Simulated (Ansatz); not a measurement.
Born–Oppenheimer molecular dynamics of ClH5Si2 (8 atoms, charge 0, multiplicity 1). It starts from a relaxed structure.

Computed with RKS PBE0-D4/def2-SVP in Ansatz 0.2.0.

```yaml
ensemble: NVT, Langevin thermostat
time_step: 0.25 fs
steps_asked: 300
set_temperature: 200 K
friction: 0.05 /fs
masses: H 2.014 u
seed: 709957
```

First frame:

```xyz
8
Properties=species:S:1:pos:R:3
Si -0.058 0.030 0.011
Cl -0.017 -0.413 2.043
Si 2.155 0.006 -0.754
H 2.741 -1.348 -0.527
H 2.199 0.326 -2.215
H 2.947 1.024 -0.001
H -0.694 1.369 -0.164
H -0.897 -0.994 -0.678
```

(1) How far do the bonds stretch over the last three quarters of this one trajectory? (Pairs bonded in most of those frames.)

Answers

(1) 
```json
{"bond": "Si1–Cl2", "mean (Å)": "2.099", "spread (Å)": "0.023", "shortest": "2.07", "longest": "2.16"}
{"bond": "Si1–Si3", "mean (Å)": "2.353", "spread (Å)": "0.049", "shortest": "2.30", "longest": "2.43"}
{"bond": "Si1–H7", "mean (Å)": "1.499", "spread (Å)": "0.024", "shortest": "1.46", "longest": "1.54"}
{"bond": "Si1–H8", "mean (Å)": "1.495", "spread (Å)": "0.024", "shortest": "1.44", "longest": "1.55"}
{"bond": "Si3–H4", "mean (Å)": "1.497", "spread (Å)": "0.036", "shortest": "1.44", "longest": "1.55"}
{"bond": "Si3–H5", "mean (Å)": "1.501", "spread (Å)": "0.027", "shortest": "1.43", "longest": "1.55"}
{"bond": "Si3–H6", "mean (Å)": "1.499", "spread (Å)": "0.036", "shortest": "1.44", "longest": "1.56"}
```

Mean temperature of the second half: 275 K. The mean temperature of the second half is 38 % above the set value. A run of 0.075 ps of so small a system gives no equilibrium averages.

The run took 6.5 min on 1 thread of Intel(R) Xeon(R) 6975P-C (Granite Rapids), with other jobs on the host, peak memory 0.17 GiB.
